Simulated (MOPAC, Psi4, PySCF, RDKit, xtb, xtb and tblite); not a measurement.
Two geometries of SMILES C(C#C)CC#C (C₆H₆), relaxed at GFN2-xTB with one dihedral held; other torsions can differ between them too.

Structure A

```
12

C     -2.0874     1.3239     0.4776
C     -1.4176     0.3422     0.6136
C     -0.5989    -0.8460     0.7419
C      0.4927    -0.8923    -0.3418
C      1.3712     0.2562    -0.2529
C      2.0906     1.2061    -0.1491
H     -2.6749     2.1863     0.3740
H     -1.2347    -1.7324     0.6558
H     -0.1326    -0.8484     1.7318
H      1.0824    -1.8067    -0.2251
H      0.0261    -0.9044    -1.3315
H      2.7214     2.0405    -0.0740
```

Structure B

```
12

C     -2.0918     1.3122     0.3842
C     -1.4128     0.3528     0.6076
C     -0.5673    -0.7999     0.8368
C      0.4517    -0.9661    -0.3045
C      1.2972    -2.1188    -0.0754
C      1.9763    -3.0784     0.1477
H     -2.6979     2.1496     0.2069
H     -1.1901    -1.6968     0.9071
H     -0.0384    -0.6772     1.7867
H     -0.0771    -1.0889    -1.2544
H      1.0744    -0.0693    -0.3748
H      2.5821    -3.9160     0.3248
```

Problem. Which is lower in energy at the level DF-MP2 (frozen core)/cc-pVTZ // GFN2-xTB run with Psi4, and by how much?

Solution. B is lower, by 0.58 kcal/mol (dihedral C2–C3–C4–C5: 60° in A, 180° in B).

E(B) − E(A) in kcal/mol at the other levels, on the same two geometries: GFN2-xTB (xtb and tblite) -0.59; MMFF94 // GFN2-xTB (RDKit) -1.41; PBE0/def2-TZVP // GFN2-xTB (Psi4) -1.35; PBE0-D3(BJ)/def2-TZVP // GFN2-xTB (Psi4) -1.11; PBE/def2-TZVP // GFN2-xTB (Psi4) -1.35; PBE-D3(BJ)/def2-TZVP // GFN2-xTB (Psi4) -1.10; HF/cc-pVTZ // GFN2-xTB (Psi4) -1.68; UFF // GFN2-xTB (RDKit) -0.94; PM7, restricted, heats of formation // GFN2-xTB (MOPAC) -0.86; PM6, restricted, heats of formation // GFN2-xTB (MOPAC) -1.24; GFN1-xTB // GFN2-xTB (xtb) -0.09; restricted B3LYP/6-31G*, spherical d, density fitting // GFN2-xTB (PySCF) -1.42; restricted LDA (SVWN5)/6-31G*, spherical d, density fitting // GFN2-xTB (PySCF) -1.19; restricted B3LYP/LANL2DZ // GFN2-xTB (PySCF) -1.69; restricted B3LYP/3-21G // GFN2-xTB (PySCF) -1.36.
